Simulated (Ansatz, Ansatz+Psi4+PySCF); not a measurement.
```yaml
atoms:
  - { symbol: Sc, position_ang: [0.0000, 0.0000, -0.4881] }
  - { symbol: O, position_ang: [0.0000, 0.0000, 1.2813] }
```

Basis set: cc-pVTZ (spherical functions). Left uncorrelated: 6 orbitals. Charge 0, multiplicity 2.

Computed with Ansatz (development build ahead of 0.2.0); each method stands on the lowest determinant of its kind that the runs found.

Give the atomization energy at this shape (free ground-state atoms in the same class of orbitals less the molecule, no zero-point energy) of doublet ScO by UHF-MP2, UHF.

| method | atomization energy |
| --- | --- |
| UHF-MP2 | 173.43 kcal/mol |
| UHF | 65.48 kcal/mol |

Caution: a free atom is spin contaminated; the shape is not the minimum.
